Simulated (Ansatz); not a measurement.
**Molecular dynamics, step by step**

CH2LiN (SMILES [Li][N]=C), closed shell, PBE0-D4/def2-SVP (Ansatz 0.2.0). Settings (timestep in fs, temperature in K; T counts 9 degrees of freedom):

```yaml
hamiltonian: {xc: pbe0, dispersion: d4}
md: {n_steps: 60, timestep: 0.5, temperature: 200, ensemble: nve, seed: 726, initial_velocities: maxwell_boltzmann}
```

Start (the SMILES describes the start alone):

Li1  (-2.203, 0.387, -0.657)
N2  (-0.613, 0.109, -0.183)
C3  (0.555, -0.098, 0.166)
H4  (0.964, -1.109, 0.361)
H5  (1.297, 0.711, 0.314)
(Å)

| step | time (fs) | potential energy less the start (meV) | kinetic energy (meV) | T (K) |
| --- | --- | --- | --- | --- |
| 0 | 0.00 | 0.0 | 77.6 | 200 |
| 4 | 2.00 | 54.7 | 23.9 | 62 |
| 8 | 4.00 | 14.6 | 63.1 | 163 |
| 12 | 6.00 | 20.3 | 57.5 | 148 |
| 16 | 8.00 | 58.9 | 19.5 | 50 |
| 20 | 10.00 | 22.6 | 55.3 | 143 |
| 24 | 12.00 | 16.4 | 61.3 | 158 |
| 28 | 14.00 | 50.4 | 28.1 | 72 |
| 32 | 16.00 | -0.9 | 78.5 | 202 |
| 36 | 18.00 | 23.2 | 54.7 | 141 |
| 40 | 20.00 | 65.4 | 13.1 | 34 |
| 44 | 22.00 | 26.4 | 51.4 | 133 |
| 48 | 24.00 | 27.2 | 50.6 | 130 |
| 52 | 26.00 | 54.3 | 24.2 | 62 |
| 56 | 28.00 | -2.6 | 80.1 | 207 |
| 60 | 30.00 | 22.9 | 55.1 | 142 |

Step 20, positions (Å) and forces (eV/Å):

```csv
atom,x,y,z,Fx,Fy,Fz
Li1,-2.230,0.402,-0.657,0.067,-0.025,0.007
N2,-0.620,0.097,-0.191,1.064,0.000,0.128
C3,0.573,-0.092,0.163,-0.524,-0.427,0.560
H4,0.998,-1.132,0.435,-0.232,0.718,-0.374
H5,1.341,0.722,0.386,-0.375,-0.266,-0.321
```

Step 44, positions (Å) and forces (eV/Å):

```json
{"atom": "Li1", "x": "-2.239", "y": "0.414", "z": "-0.652", "Fx": "0.360", "Fy": "-0.092", "Fz": "0.084"}
{"atom": "N2", "x": "-0.602", "y": "0.088", "z": "-0.202", "Fx": "-1.288", "Fy": "0.074", "Fz": "-0.119"}
{"atom": "C3", "x": "0.556", "y": "-0.093", "z": "0.188", "Fx": "1.316", "Fy": "-0.241", "Fz": "-0.324"}
{"atom": "H4", "x": "1.043", "y": "-1.124", "z": "0.353", "Fx": "-0.309", "Fy": "0.632", "Fz": "0.111"}
{"atom": "H5", "x": "1.303", "y": "0.760", "z": "0.281", "Fx": "-0.079", "Fy": "-0.374", "Fz": "0.248"}
```

Step 48, positions (Å) and forces (eV/Å):

```csv
atom,x,y,z,Fx,Fy,Fz
Li1,-2.234,0.415,-0.649,0.292,-0.081,0.064
N2,-0.605,0.087,-0.204,-0.899,0.055,0.000
C3,0.561,-0.093,0.189,-0.311,0.256,-0.731
H4,1.013,-1.082,0.346,0.315,-0.671,0.333
H5,1.278,0.737,0.280,0.603,0.441,0.335
```

Last step (60):

```xyz
5
angstrom
Li -2.2121 0.4139 -0.6409
N -0.6209 0.0832 -0.2075
C 0.5630 -0.0862 0.1791
H 1.0140 -1.1331 0.3982
H 1.3251 0.7642 0.3415
```

The run took about 26 s on 2 CPU threads of an Arm Neoverse V2 (shared host).
